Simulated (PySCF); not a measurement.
## C₂: frontier orbitals

PBE at R = 1.317 Å; PySCF, no relativity, basis sets C aug-cc-pVDZ. State: ³Πu (triplet), unpaired electrons σ ↑, π ↑. Only the outer orbitals are listed.

| spin | orbital | occ. | ε (eV) | main shells (%) |
| --- | --- | --- | --- | --- |
| α | σg | 1 | -20.46 | 79 s, 21 p |
| α | σu | 1 | -11.03 | 97 s |
| α | πu | 1 | -9.19 | 98 p |
| α | σg | 1 | -8.38 | 71 p, 28 s |
| α | πu | 1 | -8.15 | 98 p |
| α | πg | 0 | -2.48 | 97 p |
| α | πg | 0 | -1.65 | 94 p |
| α | σg | 0 | 0.75 | 103 s |
| β | σg | 1 | -18.98 | 78 s, 21 p |
| β | σu | 1 | -9.18 | 91 s, 10 p |
| β | πu | 1 | -7.63 | 98 p |
| β | πu | 0 | -7.09 | 98 p |
| β | σg | 0 | -6.44 | 68 p, 31 s |
| β | πg | 0 | -1.02 | 97 p |

Q: Which are the highest filled and the lowest empty level, where do they sit, and how wide is the gap?

A: Highest filled β πu at -7.63 eV (in %: 98 p); lowest empty β πu at -7.09 eV (in %: 98 p); the gap at PBE is 0.54 eV. Both belong to one degenerate shell, split only by its one-sided filling, so this is no excitation gap.

```json
{"bond order (Mayer)": "1.98", "⟨S²⟩": "2.003", "polarisability along the bond": "39.3 bohr³", "polarisability across the bond": "21.2 bohr³"}
```

Shares are Mulliken populations and can fall outside 0 to 100 %.

The state was picked by a PBE0 search and need not be the measured ground state.
